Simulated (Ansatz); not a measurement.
Grey tin (α-Sn)

Level of theory: PBEsol+SOC in Ansatz (plane waves, PAW).

Settings: plane-wave cutoff 520 eV, 10×10×10 k mesh, Fermi–Dirac smearing 0.01 eV, PAW data made under PBE.

Cell (relaxed at this level):

```xyz
2
Lattice="0.0000 3.2698 3.2698 3.2698 0.0000 3.2698 3.2698 3.2698 0.0000" Properties=species:S:1:pos:R:3 pbc="T T T"
Sn     0.0000     0.0000     0.0000
Sn     1.6349     1.6349     1.6349
```

```yaml
bulk_modulus: 41.5 GPa
band_gap: none
```

Measured, for comparison: band gap 0 eV (temperature not stated, no zero-point or thermal correction; as tabulated in Das et al. (2018), arXiv:1807.05623); bulk modulus 42.8 GPa (0 K value with the zero-point phonon effect removed; as tabulated in Mejia-Rodriguez and Trickey (2018), arXiv:1807.09216). Computed (rounded) less measured: bulk modulus -3 %.

The computed numbers hold no vibrational or temperature effects.

The result took roughly 4 core-minutes.

Ansatz is a program for electronic structure.
